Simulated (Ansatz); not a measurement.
Isomers of C5H10O2, relaxed with PBE0-D4/def2-TZVP in Ansatz; electronic energies, one conformer each and not always the lowest. Functionals use def2-TZVPP; CBS adds triple-zeta CCSD(T) − MP2 to the MP2 limit of def2-TZVPP and def2-QZVPP.

(1) Order them by energy at frozen-core CCSD(T)/CBS, lowest first. (Best estimate.)
A. `CC(C)(C)OC=O`
B. `CC(=O)OC(C)C`
C. `CC(C)(C)C(=O)O`
D. `CC1CCOCO1`
E. `CC1OCCCO1`

(2) How do B3LYP, B3LYP-D4, HF/CBS(def2), B2PLYP place them (kcal/mol, against `CC(C)(C)C(=O)O`)? (An estimate is asked.)

Results:

(1) C (0.0 kcal/mol), B (6.7 kcal/mol), A (11.9 kcal/mol), D (28.3 kcal/mol), E (31.3 kcal/mol).

(2) Computed: 
| isomer | B3LYP | B3LYP-D4 | HF/CBS(def2) | B2PLYP |
| --- | --- | --- | --- | --- |
| `CC(=O)OC(C)C` | 2.2 | 4.0 | 1.7 | 4.3 |
| `CC1OCCCO1` | 31.8 | 31.7 | 30.5 | 32.7 |
| `CC(C)(C)OC=O` | 10.1 | 10.3 | 10.8 | 10.8 |
| `CC1CCOCO1` | 28.7 | 29.0 | 27.4 | 29.6 |

B3LYP here is the variant with VWN-RPA as its local correlation; programs differ in this.
